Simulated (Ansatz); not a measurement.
Geometry optimisation, Ansatz, RKS B3LYP/def2-SVP.

Input:

```yaml
crystal:
  periodic: [false, false, false]
  atoms:
    - { symbol: B, position_ang: [-0.6262, 0.85031, -0.63818] }
    - { symbol: "N", position_ang: [-0.03798, 0.16352, 0.39268] }
    - { symbol: C, position_ang: [0.42333, -1.20503, 0.54711] }
    - { symbol: H, position_ang: [-0.69612, 0.39488, -1.73863] }
    - { symbol: H, position_ang: [-1.09482, 1.94255, -0.42594] }
    - { symbol: H, position_ang: [-0.01588, 0.61867, 1.30017] }
    - { symbol: H, position_ang: [1.43814, -1.15356, 1.03878] }
    - { symbol: H, position_ang: [0.60954, -1.61134, -0.47599] }
total_charge: -1
basis:
  gaussian: { orbitals: def2-SVP }
hamiltonian:
  xc: b3lyp
relax:
  f_tol: 0.015
  max_steps: 40
```

Command:

```bash
$ ansatz run input.yaml --threads 1 --pin off --max-ram 2048MiB --backend cpu --events-out ev --progress --plain --runs-dir out
```

Problem. Where does it end, and by what steps?

Solution. It converged. Limits of this set-up: an anion without diffuse functions, the dipole of an ion depends on the origin. After 6 steps the energy has fallen by 0.046 eV; H4 moved furthest, 0.06 Å.

```tsv
step	energy less start (eV)	largest force component (eV/Å)	accepted
0	0.0000	0.921	yes
1	-0.0350	0.559	yes
2	-0.0431	0.214	yes
3	-0.0448	0.111	yes
4	-0.0445	0.100	no
5	-0.0457	0.015	yes
6	-0.0458	0.006	yes
```

```xyz
8
Properties=species:S:1:pos:R:3
B -0.635 0.874 -0.650
N -0.028 0.139 0.371
C 0.454 -1.208 0.551
H -0.730 0.419 -1.782
H -1.105 1.976 -0.384
H -0.026 0.628 1.265
H 1.438 -1.169 1.079
H 0.631 -1.658 -0.449
```

The run took 6.3 s on 1 thread of AMD EPYC 9R45 96-Core Processor (Zen 5), with other jobs on the host, peak memory 0.15 GiB.
